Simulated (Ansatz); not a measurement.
A made-up structure of AlBH$_{4}$S, singlet:

```csv
atom,x (Å),y (Å),z (Å)
B1,-1.1072,0.3419,-0.6732
Al2,0.2437,0.2101,0.4412
S3,1.3673,-1.4595,-0.2358
H4,-2.1111,-0.2728,-0.3710
H5,-0.9280,1.0454,-1.6476
H6,0.5161,1.2234,1.7361
H7,2.0192,-1.0884,0.7503
```

It is relaxed with PBE-D4/def2-SVP and then PBE0-D4/def2-TZVP (Ansatz 0.2.0). Atoms count as bonded within 1.22 times the sum of their covalent radii (H–H: 0.88 Å). The end point is not checked to be a true minimum.

Does its bonding change? (A judgement: the text doesn't fix the answer.)

Computed: No: no bond forms or breaks.

Where it ends: The first stage lowers the energy by 1.83 eV in 8 steps. It ends as AlBH₄S ([BH2][AlH][SH]):
B1  (-1.369, 0.447, -0.807)
Al2  (0.309, 0.165, 0.456)
S3  (1.659, -1.500, -0.007)
H4  (-2.428, -0.074, -0.598)
H5  (-1.332, 1.145, -1.781)
H6  (0.677, 1.059, 1.716)
H7  (2.483, -1.241, 1.022)
(Å)

Labels in which every atom is bracketed show which atoms are joined, not bond orders.

For scale, one of the runs: PBE0-D4/def2-TZVP relaxation, 129 basis functions, launched by `ansatz run in.yaml --threads 2 --pin off --events-out ev --progress --plain --max-ram 4352MiB`. Hardware: 2 CPU threads of an Arm Neoverse V2, shared host. Wall time about 15 s.
